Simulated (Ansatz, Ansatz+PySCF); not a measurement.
```yaml
atoms:
  - { symbol: C, position_ang: [0.0000, 0.0034, -0.6692] }
  - { symbol: C, position_ang: [0.0000, -0.0034, 0.6692] }
  - { symbol: C, position_ang: [0.0000, 1.0250, -1.3597] }
  - { symbol: C, position_ang: [0.0000, -1.0250, 1.3597] }
  - { symbol: H, position_ang: [0.0000, -0.8986, -1.1219] }
  - { symbol: H, position_ang: [0.0000, 0.8986, 1.1219] }
  - { symbol: H, position_ang: [0.0000, 0.9821, -2.3639] }
  - { symbol: H, position_ang: [0.0000, 1.9402, -0.9394] }
  - { symbol: H, position_ang: [0.0000, -0.9821, 2.3639] }
  - { symbol: H, position_ang: [0.0000, -1.9402, 0.9394] }
```

RHF on singlet C₄H₆ was run in several spherical basis sets with Ansatz (development build ahead of 0.2.0). Caution for RHF: no unrestricted run beside it, a lower state can exist.

**Question.** Rank the basis sets by the total energy that they give, lowest first, with the distance from the lowest.
A. def2-SVP
B. 6-31G(d)
C. cc-pVDZ
D. def2-TZVP

**Answer.** D (0.00 eV), C (1.61 eV), B (1.85 eV), A (5.00 eV).

Totals follow the description of the cores as much as that of the bonds, so this order isn't one of quality for chemistry.
